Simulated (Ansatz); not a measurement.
Program: Ansatz. Geometries: PBE0-D4/def2-TZVP. ΔE: electronic, gas phase. CCSD(T)/CBS adds triple-zeta CCSD(T) − MP2 to the extrapolated MP2 energy (def2 sets, frozen cores). This one scheme is used for every species. DFT in def2-TZVPP. B3LYP here is the variant with VWN-RPA as its local correlation; programs differ in this. One conformer a species, not always the lowest.

Consider the formal exchange of groups at a C–C bond: `C=C(N)CN` + `CF` → `C=C(N)CF` + CH₃NH₂.

```
             level  ΔE (kJ/mol)  difference from CCSD(T)/CBS
            PBE-D4          3.2                         -1.1
         r2SCAN-D4          1.9                         -2.4
           PBE0-D4          4.3                          0.0
          B3LYP-D4          3.4                         -0.9
           ωB97X-V          2.9                         -1.4
           ωB97M-V          3.2                         -1.1
            B2PLYP          2.2                         -2.1
               PBE          0.9                         -3.4
            r2SCAN          1.1                         -3.2
             B3LYP         -0.2                         -4.5
    MP2/def2-TZVPP          6.8                          2.5
CCSD(T)/def2-TZVPP          4.4                          0.1
     HF/def2-QZVPP          0.6                         -3.7
SCS-MP2/def2-QZVPP          4.8                          0.5
      HF/CBS(def2)          0.6                         -3.7
     MP2/CBS(def2)          6.7                          2.4
       CCSD(T)/CBS          4.3                            0
```

Largest T1 diagnostic among the species: 0.011.

In def2-TZVPP, CCSD(T) changes the Hartree–Fock value by +3.8 kJ/mol (the triples alone add +0.7 kJ/mol) and MP2 by +6.2 kJ/mol. The D4 term adds +3.6 kJ/mol with B3LYP and +2.1 kJ/mol with PBE0; it sums over pairs of atoms, weighted by their polarisabilities, and B3LYP, whose exchange is more repulsive, gets the larger term.
